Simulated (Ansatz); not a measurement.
## H4NSSi, SMILES N[SiH2][S]: a rigid scan of one bond length, step by step

Computed with Ansatz's Python interface.

Notebook, run cell by cell (the value of a cell's last expression is shown):

```python
import ansatz as az
import numpy as np
```

```python
BASIS_SET = "6-31G*"
FUNCTIONAL = "r2scan"
```

```python
molecule = (
    az.Crystal.molecule()
    .atom("N", [-0.6618, -0.0032, -0.8593])
    .atom("Si", [0.6458, -0.0011, 0.1456])
    .atom("S", [-0.3082, -0.1752, 2.0202])
    .atom("H", [-1.2166, 0.8121, -0.5265])
    .atom("H", [-1.2402, -0.8042, -0.6681])
    .atom("H", [1.37, 1.3003, 0.0176])
    .atom("H", [1.4722, -1.1967, -0.1752])
)
```

```python
symbols = [site.symbol for site in molecule.cartesian_sites]
start = np.array([site.position_ang for site in molecule.cartesian_sites])
axis = (start[2] - start[1]) / np.linalg.norm(start[2] - start[1])
moving = [2]
lengths, energies = [1.79, 1.94, 2.11, 2.32, 2.64, 3.17, 3.8, 4.64], []
for length in lengths:
    xyz = start.copy()
    xyz[moving] += (length - np.linalg.norm(start[2] - start[1])) * axis
    point = az.Crystal.molecule()
    for symbol, xyz in zip(symbols, xyz):
        point = point.atom(symbol, xyz.tolist())
    setup = point.calculation().basis(gaussian=BASIS_SET).functional(FUNCTIONAL).spin("collinear", total=1)
    rep = setup.run().report
    energies.append(rep["free_energy_ev"])
    print(f"r = {length:6.3f} A  E = {energies[-1]:.5f} eV  <S^2> = {abs(rep['mean_field']['state']['spin_squared']):.3f}")
```

    r =  1.790 A  E = -20263.07135 eV  <S^2> = 0.755
    r =  1.940 A  E = -20264.20488 eV  <S^2> = 0.755
    r =  2.110 A  E = -20264.56958 eV  <S^2> = 0.755
    r =  2.320 A  E = -20264.38893 eV  <S^2> = 0.755
    r =  2.640 A  E = -20263.68033 eV  <S^2> = 0.757
    r =  3.170 A  E = -20262.50253 eV  <S^2> = 0.800
    r =  3.800 A  E = -20261.62117 eV  <S^2> = 1.226
    r =  4.640 A  E = -20261.17569 eV  <S^2> = 1.512

```python
print("energy above the lowest point (eV):", [round(e - min(energies), 3) for e in energies])
```

    energy above the lowest point (eV): [1.498, 0.365, 0.0, 0.181, 0.889, 2.067, 2.948, 3.394]

What to keep in mind:
- These settings explore the input space; basis and method may be short of convergence.
- The rest of the molecule is held rigid at a force-field or estimated start geometry, and the basis set is modest; single-reference methods fail as a bond breaks.
- The species is open-shell (spin multiplicity 2).
- The expectation value of S² is noticeably off S(S+1) in at least one run, so that state is spin-contaminated.
- The whole script took 3.6 min on 1 thread of Arm Neoverse V2 (shared host), peak memory 0.25 GiB.

(Lines on the test bed's own set-up are left out of the output.)
